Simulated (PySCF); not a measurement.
# Löwdin shares of the frontier orbitals

Species: cyclopropenethione, C₃H₂S.
SMILES with atom numbers: `[S:1]=[c:2]1[cH:3][cH:4]1` (hydrogens: H5 on C3; H6 on C4)

Cartesian coordinates in Å at the PBE0-D3(BJ)/def2-TZVP level; atoms count from 1:
```
atom  x, y, z in Å
S1     1.0641    0.1745   -2.1198
C2     0.3425    0.0525   -0.6827
C3     0.0437    0.5406    0.6118
C4    -0.4763   -0.6255    0.2520
H5     0.1446    1.2988    1.3743
H6    -1.0930   -1.4708    0.5197
```

Level of theory: PySCF 2.14.0, density-fitted response routines, TDDFT CAM-B3LYP/aug-cc-pVTZ, vertical, gas phase, core orbitals frozen in the response. Geometry: PBE0-D3(BJ)/def2-TZVP; no solvent, vibrations or thermal averaging.

Kohn–Sham orbitals with the atoms that hold most of them (Löwdin shares over 4%, at most four atoms; ? is withheld):

| orbital | ε (eV) | atoms |
| --- | --- | --- |
| LUMO+2 | 0.23 | S1 32%, C2 29%, C3 17%, C4 17% |
| LUMO+1 | 0.08 | H6 41%, H5 41%, C4 8%, C3 8% |
| LUMO | -0.33 | C4 36%, C3 36%, C2 10%, H6 9% |
| HOMO | -7.29 | ? |
| HOMO-1 | -8.40 | ? |
| HOMO-2 | -11.86 | S1 43%, C2 22%, C4 15%, C3 15% |
| HOMO-3 | -12.67 | C2 38%, C3 21%, C4 21%, S1 10% |

Q: Give the leading atoms of the HOMO.

A: S1 (bonded to C) 66%; C2 (bonded to 2 C and S) 22%; C4 (bonded to 2 C and H) 5%; C3 (bonded to 2 C and H) 5%. By element: sulfur 66%, carbon 32%.

Q: Which atoms hold the HOMO-1, and with what shares?

A: S1 (bonded to C) 52%; C2 (bonded to 2 C and S) 26%; C4 (bonded to 2 C and H) 10%; C3 (bonded to 2 C and H) 10%. By element: sulfur 52%, carbon 46%.

Q: The HOMO–LUMO gap is 6.97 eV. Where does the response calculation put the lowest singlet, and from which orbitals?

A: S1 is at 3.46 eV (f = 0.0000), 3.51 eV below the gap, made of HOMO→LUMO+2 (92%). Its leading pair isn't HOMO and LUMO; the energies of that pair differ by 7.53 eV. 

Q: One configuration dominates each of S2 and S3. Which, and how do the shares of the two leading atoms of either orbital change from the occupied to the empty one?

A: 
- S2 (3.78 eV, f 0.0005), HOMO→LUMO (97%): S1 66% → at most 9%, C2 22% → 10%, C4 5% → 36%, C3 5% → 36%
- S3 (4.98 eV, f 0.0075), HOMO-1→LUMO (97%): S1 52% → at most 9%, C2 26% → 10%, C4 10% → 36%, C3 10% → 36%

Hardware: one thread, Intel Xeon 6975P-C (x86_64), shared host. Cost: 12 s wall, 0.84 GiB resident at most.
